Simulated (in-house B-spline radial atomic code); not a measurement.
RPA and G0W0 on Hartree-Fock: neutral krypton

Configuration [Ar] 3d10 4s2 4p6, mean-field start Hartree-Fock. Computed with a B-spline radial code for spherical atoms: all electrons, non-relativistic, point nucleus, each spin shell either full or empty, empty states to l = 9 with an (l + 1/2)⁻⁴ tail; G0W0 by contour deformation at full frequency.

Command:
```bash
python run_gw.py task.json out
```
Settings (radii: box in bohr, nucleus in fm):
```
Z                        36
electrons                36
configuration            [Ar] 3d10 4s2 4p6
hamiltonian              nr
method                   hf
lmax                     9
spin_polarised           False
box_radius               40
intervals                56
```

Run time, properties included: 2.7 s on 1 thread of Arm Neoverse N1, with other jobs on the host.

Energies (hartree):

```json
{"term": "mean-field total", "value": "-2752.05498"}
{"term": "Hartree-Fock functional on these orbitals", "value": "-2752.05498"}
{"term": "direct second order", "value": "-2.6626"}
{"term": "second-order exchange", "value": "0.77118"}
{"term": "SOSEX correction", "value": "0.72093"}
```

(1) What is the RPA correlation energy, and what remains with SOSEX?

Quasi-particle levels (eV):

| level | occupied | mean field | Σx - vxc | Σc | QP weight | G0W0 |
| --- | --- | --- | --- | --- | --- | --- |
| 4p | yes | -14.264 | 0.00 | ? | ? | ? |

G0W0 = mean field + (Σx - vxc) + Σc, with Σc (partial-wave tail included) taken at the quasi-particle energy. Only the outer levels were computed. Levels of low weight are left out.

(2) Where does G0W0 put 4p?

Answers

(1) RPA gives -2.3695 hartree (-1.79 eV per electron); RPA + SOSEX gives -1.6486, and the second-order doubles (MP2) -1.8915 hartree. SOSEX takes back 30 % of the RPA value.

(2) At -14.676 eV, with Σc = -0.41 eV and a quasi-particle weight of 0.944. The tabulated removal energy is 14.000 eV (NIST, measured); the calculation leaves out relativity, Breit and QED terms, and what these don't explain is the method's own error.
